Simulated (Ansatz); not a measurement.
**Caesium, bcc under PBE: testing the k-point mesh**

A convergence test of the k-point mesh. The geometry was relaxed under PBE beforehand and stays fixed; 8 values are run, from 1×1×1 to 11×11×11. Wanted are the values from which on the energy stays within 10 and 1 meV/atom, and the pressure within 0.5 GPa, of the last run. Within the series other settings stay, but some runs also write fields, which adds to their time. Spin polarisation is left out.

Method: DFT PBE, plane waves with PAW, scalar-relativistic, in Ansatz 0.2.0.

**1. The structure to begin with**

The structure is cubic, space group Im-3m (No. 229). Conventional cell: a = 6.154 Å, b = 6.154 Å, c = 6.154 Å, α = 90.00°, β = 90.00°, γ = 90.00°.

Coordinates:

```
Cs
1.0
    -3.07717    3.07717    3.07717
     3.07717   -3.07717    3.07717
     3.07717    3.07717   -3.07717
Cs
1
Direct
  0.00000 0.00000 0.00000
```

**2. Run at 1×1×1**

The run at 1×1×1.

Contents of input.yaml:

```yaml
crystal:
  lattice:
    - [-3.0771709509, 3.0771709509, 3.0771709509]
    - [3.0771709509, -3.0771709509, 3.0771709509]
    - [3.0771709509, 3.0771709509, -3.0771709509]
  atoms:
    - { symbol: Cs, position: [0.0, 0.0, 0.0] }
hamiltonian:
  xc: pbe
  pseudopotentials:
    kind: paw
    azcp:
      Cs: "pseudopotentials/Cs.paw.azcp"
basis:
  ecutwfc: 420
  fft_grid_basis: typed
kpoints:
  mp_grid: { grid: [1, 1, 1], shift: [0, 0, 0] }
magnetization:
  spin_polarized: false
scf:
  occupations: { method: fermi_dirac, width: 0.1 }
  lower_state_search: "off"
output:
  stress: true
```

Started as:

```
> ansatz run input.yaml --threads 1 --pin off --max-ram 3584MiB --backend cpu --events-out ev --progress --plain --runs-dir out
```

**3. Run at 2×2×2**

The run at 2×2×2.

Changes to input.yaml since step 2:

```diff
@@ -17,3 +17,3 @@
 kpoints:
-  mp_grid: { grid: [1, 1, 1], shift: [0, 0, 0] }
+  mp_grid: { grid: [2, 2, 2], shift: [0, 0, 0] }
 magnetization:
@@ -25 +25,5 @@
   stress: true
+  write_density: true
+  write_potential: true
+  elf: true
+  volumetric_format: npy
```

**4. Run at 3×3×3**

The run at 3×3×3.

Changes to input.yaml since step 3:

```diff
@@ -17,3 +17,3 @@
 kpoints:
-  mp_grid: { grid: [2, 2, 2], shift: [0, 0, 0] }
+  mp_grid: { grid: [3, 3, 3], shift: [0, 0, 0] }
 magnetization:
@@ -25,5 +25 @@
   stress: true
-  write_density: true
-  write_potential: true
-  elf: true
-  volumetric_format: npy
```

**5. Run at 4×4×4**

The run at 4×4×4.

Changes to input.yaml since step 4:

```diff
@@ -17,3 +17,3 @@
 kpoints:
-  mp_grid: { grid: [3, 3, 3], shift: [0, 0, 0] }
+  mp_grid: { grid: [4, 4, 4], shift: [0, 0, 0] }
 magnetization:
```

**6. Run at 5×5×5**

The run at 5×5×5.

Changes to input.yaml since step 5:

```diff
@@ -17,3 +17,3 @@
 kpoints:
-  mp_grid: { grid: [4, 4, 4], shift: [0, 0, 0] }
+  mp_grid: { grid: [5, 5, 5], shift: [0, 0, 0] }
 magnetization:
```

**7. Run at 6×6×6**

The run at 6×6×6.

Changes to input.yaml since step 6:

```diff
@@ -17,3 +17,3 @@
 kpoints:
-  mp_grid: { grid: [5, 5, 5], shift: [0, 0, 0] }
+  mp_grid: { grid: [6, 6, 6], shift: [0, 0, 0] }
 magnetization:
```

**8. Run at 8×8×8**

The run at 8×8×8.

Changes to input.yaml since step 7:

```diff
@@ -17,3 +17,3 @@
 kpoints:
-  mp_grid: { grid: [6, 6, 6], shift: [0, 0, 0] }
+  mp_grid: { grid: [8, 8, 8], shift: [0, 0, 0] }
 magnetization:
@@ -25 +25,5 @@
   stress: true
+  write_density: true
+  write_potential: true
+  elf: true
+  volumetric_format: npy
```

**9. Run at 11×11×11**

The run at 11×11×11.

Changes to input.yaml since step 8:

```diff
@@ -17,3 +17,3 @@
 kpoints:
-  mp_grid: { grid: [8, 8, 8], shift: [0, 0, 0] }
+  mp_grid: { grid: [11, 11, 11], shift: [0, 0, 0] }
 magnetization:
@@ -25,5 +25 @@
   stress: true
-  write_density: true
-  write_potential: true
-  elf: true
-  volumetric_format: npy
```

(Steps that only read results are left out.)

Q: Predict the outcome of this session. Wanted: pressure at 11×11×11.

**Answer**, as computed:

| quantity | value |
| --- | --- |
| E(σ → 0) stays within 10 meV/atom of 11×11×11 | from 5×5×5 on |
| E(σ → 0) stays within 1 meV/atom | not reached before 11×11×11 |
| pressure stays within 0.5 GPa | from 1×1×1 on |
| pressure at 11×11×11 | 0.00 GPa |
| CPU time, dearest over cheapest | 5.3 |
| energy of a separate run on a finer mesh (12×12×12) | +1.1 meV/atom from 11×11×11 |

In words: The far end, 1×1×1, lies -828.7 meV/atom and +0.4 GPa from the yardstick. Convergence in k is not monotonic; the energy swings about its limit. The energy has not settled to 1 meV/atom before the last mesh. A Fermi surface needs many points. The yardstick itself is unsettled by 1.1 meV/atom against the finer mesh, so the thresholds above hold only within this series. The cell taken over is 6 % larger than the measured one (110.45 Å³/atom, COD).
